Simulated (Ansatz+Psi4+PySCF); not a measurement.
Values are calculated unless marked as measured or tabulated.
A run of Psi4 1.11 on triplet SO at this shape:

```yaml
atoms:
  - { symbol: O, position_ang: [0.0000, 0.0000, -1.2192] }
  - { symbol: S, position_ang: [0.0000, 0.0000, 0.6096] }
```

Its results:

* Converged: yes
* Total energy: -472.28499 hartree
* Spin squared of the determinant: 2.000
* Occupied orbitals by symmetry in an Abelian subgroup (alpha; beta): 7 A1 3 B1 3 B2; 7 A1 2 B1 2 B2

Q: Which input gives this output? Name the method, the orbitals and the basis set, and write the input.

A: ROHF in cc-pVTZ on O; cc-pV(T+d)Z on S.

```
molecule {
0 3
O 0.000000 0.000000 -1.219190
S 0.000000 0.000000 0.609590
}

basis {
assign O cc-pVTZ
assign S cc-pV(T+d)Z
}
set reference rohf
set scf_type pk
energy('scf')
```

This is not the lowest solution: another run reaches a determinant 1.14 eV lower. Caution: an unrestricted determinant lies well below.
